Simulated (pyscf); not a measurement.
Thermochemistry of product channels of HO–In [singlet] + H• on the doublet surface, in kJ/mol, from ωB97M-D3(BJ)/def2-TZVP energies (ideal gas, 1 atm, RRHO with modes under 100 cm⁻¹ raised to 100, one conformer, R ln 2 for rigid chiral ones). Optimised with ωB97X-D3(BJ)/def2-SVP in PySCF.

```csv
products,ΔE,ΔH(298 K),ΔG(900 K),ΔG(1200 K)
[HO–InH]•,[?],-90.2,-1.2,[?]
[O=In]• + H₂,+64.4,+65.3,+67.0,+68.4
```

Q: Some entries are withheld; supply them.

A: 
- [HO–InH]•, ΔE: -101.4
- [HO–InH]•, ΔG(1200 K): +29.4

The channel to [HO–InH]• turns unfavourable between 298 and 1200 K (ΔG from -61.6 kJ/mol to +29.4 kJ/mol).

These are energies of the channels, which say nothing of barriers. The term symbol of open-shell O=In was not checked; spin-orbit terms and orbital degeneracy are left out. Elements past Kr carry the def2 core potentials, without spin-orbit coupling.
